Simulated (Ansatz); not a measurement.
## SnH4⁻, doublet in def2-TZVPD: errors against UCCSDT(Q)

Geometry: a point of a stretch scan, not a stationary point.

```yaml
atoms:
  - { symbol: Sn, position_ang: [0.0073, -0.0073, 0.0073] }
  - { symbol: H, position_ang: [1.0192, 1.0084, 1.0202] }
  - { symbol: H, position_ang: [-1.0075, -1.0189, 1.0214] }
  - { symbol: H, position_ang: [-1.8915, 1.8898, -1.9005] }
  - { symbol: H, position_ang: [1.0224, -1.0227, -1.0027] }
```

Basis def2-TZVPD with its core potentials; Ansatz 0.2.0. Only valence electrons are correlated (noble-gas cores and the filled d shells of p-block atoms frozen), which leaves 9 electrons in 83 orbitals. R marks a restricted (for open shells ROHF) determinant, U an unrestricted one. Active spaces: valence = (9e, 8o) chosen from the atoms' valence shells. No spin–orbit coupling is included; scalar relativity enters through the core potentials alone.

Full CI isn't at hand for all of this; UCCSDT(Q) serves as the reference, and is uncertain by the last step of the cluster series or more. The frozen core follows each run's orbitals, which can shift R against U totals by a few meV for light atoms and by up to 0.1 eV past Ca.

```
UHF ⟨S²⟩                          : 0.801
T1 diagnostic (RCCSD)             : 0.0639
largest doubles amplitude (RCCSD) : 0.037
T1 diagnostic (UCCSD)             : 0.0297
```

Q: From what is known of these methods and the diagnostics, rank them by the size of their error in total energy against UCCSDT(Q) in def2-TZVPD, smallest first (an estimate: the text doesn't fix the numbers).
A. UMP2
B. UHF
C. UCCSD
D. UCCSDT
E. UCCSD(T)

A: D (0.6 kJ/mol), E (3.4 kJ/mol), C (16.3 kJ/mol), A (104.0 kJ/mol), B (436.5 kJ/mol).

All errors are against UCCSDT(Q) in def2-TZVPD. T1 is large (0.064) while the doubles stay small, which points to orbital relaxation. Within each family the higher level lies nearer, as is usual though not guaranteed.

Natural occupations of CASSCF (valence space) about the gap: 1.998 1.977 1.967 1.967 1.000 0.041 0.025 0.025; effectively unpaired electrons, Σ n²(2−n)², 1.02.
